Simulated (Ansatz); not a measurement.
What each rung costs and misses: atomization of C$_{4}$H$_{9}$, doublet

Geometry (MP2(full)/6-31G*, from the G2/97 set):

```xyz
13

C     0.0000    0.0000    0.1784
C     0.0000    1.4782   -0.0344
C     1.2801   -0.7391   -0.0344
C    -1.2801   -0.7391   -0.0344
H     0.0000    1.7315   -1.1073
H    -0.8870    1.9458    0.4041
H     0.8870    1.9458    0.4041
H     1.4995   -0.8657   -1.1073
H     2.1286   -0.2047    0.4041
H     1.2416   -1.7411    0.4041
H    -1.4995   -0.8657   -1.1073
H    -1.2416   -1.7411    0.4041
H    -2.1286   -0.2047    0.4041
```

Measured, as an electronic atomization energy: 5015.2 kJ/mol (G2/97 heats of formation of molecule and atoms, with zero-point and thermal terms from B3LYP taken off; Curtiss et al., J. Chem. Phys. 106, 1063 (1997), Staroverov et al., J. Chem. Phys. 119, 12129 (2003)). The measured value holds scalar relativity and spin–orbit coupling, which all computed ones lack, and core correlation, which the wave-function levels lack. Atoms are taken at the same level, with ROHF references for molecule and atoms in the R rows. Ansatz 0.2.0; the 6-31G* set has Cartesian d functions; a miss is computed less measured; times are wall times on shared hosts and scatter by a factor of two or so.

| level | basis | miss (kJ/mol) | time of the run | hardware |
| --- | --- | --- | --- | --- |
| RHF | cc-pVDZ | -1184.0 | – | – |
| UHF | cc-pVDZ | -1215.6 | 1.3 s | 1 CPU thread |
| RMP2 | cc-pVDZ | -297.1 | – | – |
| UMP2 | cc-pVDZ | -302.0 | – | – |
| RCCSD(T) | cc-pVDZ | -323.8 | 3.8 s | H100 + 5 CPU threads |
| UCCSD(T) | cc-pVDZ | -324.2 | 8.5 s | H100 + 5 CPU threads |
| UCCSDT(Q) | cc-pVDZ | -322.3 | 3.7 min | H100 + 5 CPU threads |
| RHF | cc-pVTZ | -1126.7 | – | – |
| UHF | cc-pVTZ | -1165.2 | 7 s | 1 CPU thread |
| RMP2 | cc-pVTZ | -78.5 | – | – |
| UMP2 | cc-pVTZ | -81.8 | – | – |
| RCCSD(T) | cc-pVTZ | -105.7 | 7.5 s | H100 + 5 CPU threads |
| UCCSD(T) | cc-pVTZ | -106.4 | 6.5 s | H100 + 5 CPU threads |
| RHF | cc-pVQZ | -1120.4 | – | – |
| UHF | cc-pVQZ | -1160.4 | 29 s | 1 CPU thread |
| RMP2 | cc-pVQZ | -17.8 | – | – |
| UMP2 | cc-pVQZ | -20.1 | – | – |
| RCCSD(T) | cc-pVQZ | -46.9 | 38 s | H100 + 5 CPU threads |
| UCCSD(T) | cc-pVQZ | -47.7 | 39 s | H100 + 5 CPU threads |

HF's time is that of a plain UHF run. A dash: the level came out of a higher level's run.

A composite of the best parts (unrestricted reference, at this geometry, which isn't the minimum of the high levels):

| part | kJ/mol |
| --- | --- |
| Hartree–Fock limit (T, Q; exp(−5.46 √X)) | 3856.24 |
| CCSD(T) correlation limit (T, Q; X⁻³) | 1152.00 |
| CCSDT − CCSD(T) (DZ) | -0.15 |
| (Q) (DZ) | 2.09 |
| sum | 5010.2 |
| sum less measured | -5.0 |
